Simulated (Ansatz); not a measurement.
One change: `CC(F)SS` becomes `CCC(C)F`.

Ansatz, PBE0-D4/def2-TZVP geometries, multiplicity 1. Each molecule was computed in one conformer, which needn't be the lowest.

```csv
property,`CC(F)SS`
size of the dipole moment (PBE/def2-TZVPP) / D,1.12
size of the dipole moment (B3LYP/def2-TZVPP) / D,1.15
HOMO energy (PBE/def2-TZVPP) / eV,-6.11
size of the dipole moment (ωB97M-V/def2-TZVPP) / D,1.15
HOMO energy (ωB97M-V/def2-TZVPP) / eV,-9.51
"ideal-gas entropy at 298 K and 1 bar (rigid rotor, harmonic PBE0-D4/def2-TZVP) / J/(mol·K)",339
```

Question: What does the change do to each property? (Best estimate.)

Answer: Computed: 
```json
{"property": "size of the dipole moment (PBE/def2-TZVPP) / D", "`CCC(C)F`": "1.71", "shift": "0.59"}
{"property": "size of the dipole moment (B3LYP/def2-TZVPP) / D", "`CCC(C)F`": "1.83", "shift": "0.68"}
{"property": "HOMO energy (PBE/def2-TZVPP) / eV", "`CCC(C)F`": "-7.40", "shift": "-1.29"}
{"property": "size of the dipole moment (ωB97M-V/def2-TZVPP) / D", "`CCC(C)F`": "1.82", "shift": "0.67"}
{"property": "HOMO energy (ωB97M-V/def2-TZVPP) / eV", "`CCC(C)F`": "-11.36", "shift": "-1.85"}
{"property": "ideal-gas entropy at 298 K and 1 bar (rigid rotor, harmonic PBE0-D4/def2-TZVP) / J/(mol·K)", "`CCC(C)F`": "324", "shift": "-15"}
```

With PBE0 the HOMO falls by 1.64 eV and the LUMO rises by 1.98 eV, so the gap widens by about 3.62 eV. PBE moves the HOMO by -1.29 eV and ωB97M-V by -1.85 eV. The zero-point energy changes by 145.0 kJ/mol with +12 modes. Dipoles are sizes alone; their direction can turn.

Positive LUMOs are unbound, so they and the gaps depend on the basis.

B3LYP here is the variant with VWN-RPA as its local correlation; programs differ in this.
